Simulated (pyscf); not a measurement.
Structures and frequencies: ωB97X-D3(BJ)/def2-SVP in PySCF. Correlated levels are frozen-core, on RHF or UHF. ΔMP2 is the change of the MP2 total energy from the triple- to the quadruple-zeta basis.

SMILES: O=[SiH]Cl
```xyz
4

O      1.7095     0.3310    -0.9162
Si     0.6758    -0.2064     0.0627
Cl     0.9851    -0.5069     2.0459
H     -0.7130    -0.5997    -0.2445
```
Charge 0, spin multiplicity 1.

Q: What are the homolytic bond dissociation enthalpies (298 K) of `[O]=[SiH][Cl]` at CCSD(T)/def2-TZVPP + ΔMP2(QZVPP), weakest first?

A: H–Si to [O=Si–Cl]• + H•: 84.5 kcal/mol; Cl–Si to [O=SiH]• + Cl•: 104.4 kcal/mol. Ring and multiple bonds, and those that leave no two simple radicals, are not listed. The radicals are drawn with the spin at the cut bond; how far it spreads was not checked. O=SiH–Cl lies 15.5 kcal/mol over its isomer HO–Si:–Cl [singlet], and others may lie lower still (electronic energy, ωB97M-D3(BJ)). The CCSD(T) − MP2 part came from Ansatz, without density fitting, on the same reference. Left out: the spin-orbit lowering of Cl.
